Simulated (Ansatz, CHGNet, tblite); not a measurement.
Zinc-blende GaP, zone-centre TO phonon frequency

Reference value: 366 cm⁻¹ (measured, temperature not stated, not corrected to a static lattice; as tabulated in Han and Bester (2011), arXiv:1107.0196).

| level (code) | value (cm⁻¹) | cell (Å³/atom) |
|---|---|---|
| GFN2-xTB (tblite) | 298 | 22.99 |
| CHGNet 0.3.0 | 210 | 20.82 |
| LDA (Ansatz) | 365 | 19.59 |
| PBE (Ansatz) | [?] | 20.87 |
| r²SCAN (Ansatz) | [?] | 20.25 |
| B3LYP (VWN-RPA form) (Ansatz) | [?] | 21.15 |
| HSE06 (Ansatz) | 363 | 20.40 |
| LC-ωPBE (Ansatz) | [?] | 19.47 |
| PBE0 (Ansatz) | 365 | 20.35 |
| r²SCAN0 (Ansatz) | 372 | 20.05 |
| r²SCANh (Ansatz) | 365 | 20.17 |
| Hartree–Fock (Ansatz) | 372 | 21.35 |

**Question.** What belongs in the gaps?

**Answer.** 
- PBE (Ansatz, a quantum-chemistry and plane-wave program), value (cm⁻¹): 345
- r²SCAN (Ansatz), value (cm⁻¹): 360
- B3LYP (VWN-RPA form) (Ansatz), value (cm⁻¹): 349
- LC-ωPBE (Ansatz), value (cm⁻¹): 394

Differences against the reference: GFN2-xTB -18.6 %, CHGNet 0.3.0 -43 %, LDA -0.3 %, PBE -5.7 %, r²SCAN -1.6 %, B3LYP (VWN-RPA form) -4.6 %, HSE06 -0.8 %, LC-ωPBE +7.7 %, PBE0 -0.3 %, r²SCAN0 +1.6 %, r²SCANh -0.3 %, Hartree–Fock +1.6 %.

Once the reference is moved by up to 3.0 % (a margin picked here for doubts on the reference and the settings, and for temperature and zero-point motion) and values within 0.7 % count as equal, the nearest can be LDA (-0.3 %), PBE0 (-0.3 %), r²SCANh (-0.3 %), HSE06 (-0.8 %), r²SCAN (-1.6 %), r²SCAN0 (+1.6 %), Hartree–Fock (+1.6 %) or B3LYP (VWN-RPA form) (-4.6 %). Farthest off among them: CHGNet 0.3.0 (-43 %).

The reference isn't brought to a static lattice, while the calculations are for one, so the differences are not the levels' errors alone.  GFN2-xTB: the method was fitted mainly to molecules. GFN2-xTB: the run uses a supercell at the zone centre in place of a k mesh. Each level is taken at its own relaxed cell. Cutoffs and k meshes differ between the levels. Ansatz's density-functional and Hartree–Fock values are scalar-relativistic unless marked +SOC, with PAW data made under PBE.

Machine-learned potentials (CHGNet 0.3.0) are trained on DFT data: a solid inside that data is no test of them.

Differences are worked out from the printed values.
